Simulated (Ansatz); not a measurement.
Input file:

```yaml
crystal:
  periodic: [false, false, false]
  atoms:
    - {symbol: Ga, position_ang: [0.000000, -0.360630, 1.363616]}
    - {symbol: P, position_ang: [0.000000, 1.527421, 0.000000]}
    - {symbol: Ga, position_ang: [0.000000, -0.360630, -1.363616]}
    - {symbol: H, position_ang: [0.000000, 2.954960, 0.000000]}
basis:
  gaussian: {orbitals: cc-pVDZ}
total_charge: 1
magnetization: {spin_polarized: false, initial_magnetization: 1}
correlation: {method: bccd_t, electrons: outside_noble_gas}
```

```sh
$ ansatz run in.yaml --threads 1 --pin off --events-out ev --progress --plain --max-ram 2393MiB
```

Q: Roughly how long does this take on 1 thread of Intel Xeon 6975P-C, shared host, and how much host memory?

A: 41 s wall and 0.29 GiB.

```
884 factors; integrals over basis functions are off by at most 1.4e-3 eV
mean field evaluation 1: about -113944.1269 eV, gradient 2.4e1 eV
mean field evaluation 2: about -113944.1467 eV, gradient 2.4e1 eV
mean field evaluation 4: about -113947.1886 eV, gradient 1.5e0 eV
mean field evaluation 8: about -113947.2139 eV, gradient 1.3e-1 eV
mean field evaluation 16: about -113947.1962 eV, gradient 4.3e-1 eV
mean field evaluation 32: about -113942.8041 eV, gradient 9.0e-2 eV
mean field evaluation 64: about -113947.2121 eV, gradient 4.7e-1 eV
mean field evaluation 96: about -113943.2575 eV, gradient 2.1e1 eV
mean field evaluation 128: about -113942.7677 eV, gradient 2.0e0 eV
mean field evaluation 160: about -113944.5090 eV, gradient 9.2e-3 eV
...
mean field -113947.21439736 eV, -4187.4828929071 hartree, gradient 3.5e-6 eV, S^2 0.750000; 14 other end points of the search recorded, 0 dependent functions left out
...
determinant -113947.21439736 eV, -4187.4828929071 hartree, with singles and doubles -113953.74939771 eV, -4187.7230497404 hartree
determinant -113946.83817797 eV, -4187.4690670996 hartree, with singles and doubles -113953.02131148 eV, -4187.6962930649 hartree
determinant -113945.57543344 eV, -4187.4226620940 hartree, with singles and doubles -113952.31346973 eV, -4187.6702803603 hartree
determinant -113944.50903430 eV, -4187.3834726485 hartree, with singles and doubles -113951.44999265 eV, -4187.6385481628 hartree
determinant -113942.80414327 eV, -4187.3208190586 hartree, with singles and doubles -113949.42377031 eV, -4187.5640858652 hartree
33 core orbitals not correlated: weight in the atoms' cores, before any rotation towards them, 0.997 or more for the frozen orbitals, at most 0.003 for the correlated occupied ones
reference -113947.21439736 eV, -4187.4828929071 hartree; 6, 5 occupied and 38, 39 virtual orbitals, 884 factors
second order -5.54467698 eV of doubles, -0.09872515 eV of singles
...
cycle   2  -6.52674519 eV  change   -1.8e-3 eV  update   4.6e-3
cycle   3  -6.52265760 eV  change    4.1e-3 eV  update   3.3e-3
cycle   4  -6.52074501 eV  change    1.9e-3 eV  update   1.8e-3
cycle   5  -6.52124879 eV  change   -5.0e-4 eV  update   8.8e-4
cycle   6  -6.52122270 eV  change    2.6e-5 eV  update   3.9e-4
cycle   7  -6.52122842 eV  change   -5.7e-6 eV  update   1.6e-4
cycle   8  -6.52122292 eV  change    5.5e-6 eV  update   7.3e-5
cycle   9  -6.52122096 eV  change    2.0e-6 eV  update   3.4e-5
cycle  10  -6.52122362 eV  change   -2.7e-6 eV  update   1.4e-5
cycle  11  -6.52122594 eV  change   -2.3e-6 eV  update   5.1e-6
perturbative correction -0.35314696 eV, -0.0129779114 hartree
Total energy: -113954.08877026 eV, -4187.7355214514 hartree
```
